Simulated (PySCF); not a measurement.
## NaAl: from constants to spectrum

PBE0 constants of NaAl, ¹Σ⁺ (singlet), closed shell (Na def2-TZVP, Al def2-TZVP; no relativity (PySCF 2.14); masses 22.9898 and 26.9815 u):

| Item | Value |
| --- | --- |
| ωe | 190.2 cm⁻¹ |
| ωexe | 0.756 cm⁻¹ |
| Be | 0.13698 cm⁻¹ |
| αe | 0.000887 cm⁻¹ |
| D (centrifugal) | 2.84e-07 cm⁻¹ |
| De to Na + Al | 0.71 eV |

(1) Give the band origin of the fundamental and the first lines of its P and R branches.

(2) Near which J would the R branch turn back, without centrifugal distortion?

Closed-shell solutions of metal pairs were not tested for spin polarisation, which can lower them a little.

Answers

(1) ν0 = ωe − 2ωexe = 188.7 cm⁻¹, B0 = 0.13654, B1 = 0.13565 cm⁻¹.

```
J″  P(J″) − ν0  R(J″) − ν0
 0                   0.271
 1      -0.273       0.541
 2      -0.548       0.809
 3      -0.825       1.074
 4      -1.103       1.339
 5      -1.383       1.601
 6      -1.665       1.861
```

(2) At J ≈ (B0 + B1)/(2(B0 − B1)) − 1 ≈ 150.
